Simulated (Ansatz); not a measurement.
# AlH₄S₂+ (SMILES [AlH2][SH+]S): Born-Oppenheimer dynamics

Aim: follow the atoms for 30 steps of 1.0 fs at constant energy, with velocities drawn for 300 K.

Computed with Ansatz 0.2.0, Gaussian basis. Level: PBE-D4/def2-TZVP.

## (1) The system as given

SMILES `[AlH2][SH+]S`, 7 atoms, charge 1, spin multiplicity 1.

Atoms are counted from 1 here; the program's logs count them from 0.

Bond lengths: Al1–S2 2.441 Å, Al1–S3 2.452 Å, Al1–H4 1.521 Å, Al1–H5 1.519 Å, S2–S3 2.127 Å, S2–H6 1.349 Å, S3–H7 1.367 Å. Angles: S2–Al1–S3 51.5°, S2–Al1–H4 102.4°, S2–Al1–H5 109.5°, S3–Al1–H4 113.4°, S3–Al1–H5 103.4°, H4–Al1–H5 141.4°, Al1–S2–S3 64.5°, Al1–S2–H6 130.4°, S3–S2–H6 99.8°, Al1–S3–S2 64.0°, Al1–S3–H7 83.9°, S2–S3–H7 99.7°.

Coordinates:

```xyz
7

Al   -0.8080    0.0525   -0.9491
S    -0.3322   -0.0173    1.4445
S     1.0087   -1.1155    0.2119
H    -2.0836   -0.7692   -1.0539
H    -0.1153    1.2538   -1.5701
H     0.5537    0.6847    2.1809
H     1.7767   -0.0891   -0.2642
```

## (2) The run

md/in.yaml reads:

```yaml
crystal:
  periodic: [false, false, false]
  atoms:
    - {symbol: Al, position_ang: [-0.808030, 0.052540, -0.949120]}
    - {symbol: S, position_ang: [-0.332190, -0.017340, 1.444540]}
    - {symbol: S, position_ang: [1.008650, -1.115490, 0.211850]}
    - {symbol: H, position_ang: [-2.083560, -0.769150, -1.053900]}
    - {symbol: H, position_ang: [-0.115280, 1.253840, -1.570080]}
    - {symbol: H, position_ang: [0.553730, 0.684700, 2.180870]}
    - {symbol: H, position_ang: [1.776670, -0.089090, -0.264170]}
basis:
  gaussian: {orbitals: def2-TZVP}
total_charge: 1
hamiltonian: {xc: pbe, dispersion: d4}
md: {n_steps: 30, timestep: 1.0, temperature: 300, ensemble: nve, seed: 798, initial_velocities: maxwell_boltzmann}
```

The run is started by

```sh
> ansatz run in.yaml --threads 1 --pin off --events-out ev --progress --plain --max-ram 4352MiB
```

What does the calculation give? Wanted: temperature at the start; mean temperature, second half; lowest and highest potential energy, from the first frame; largest change of potential + kinetic.

**Answer**, as computed:

| quantity | value |
| --- | --- |
| length | 30 steps, 30.0 fs |
| temperature at the start | 300 K |
| mean temperature, second half | 295 K |
| lowest and highest potential energy, from the first frame | -34 and 35 meV |
| largest change of potential + kinetic | 1.7 meV |

**Reading.** With no thermostat the total energy should stay fixed; it holds within 1.7 meV, small beside the kinetic energy, so the time step serves. The instant temperature ranges from 249 to 352 K, as energy passes between motion and strain. The bonding pattern stays as it was.
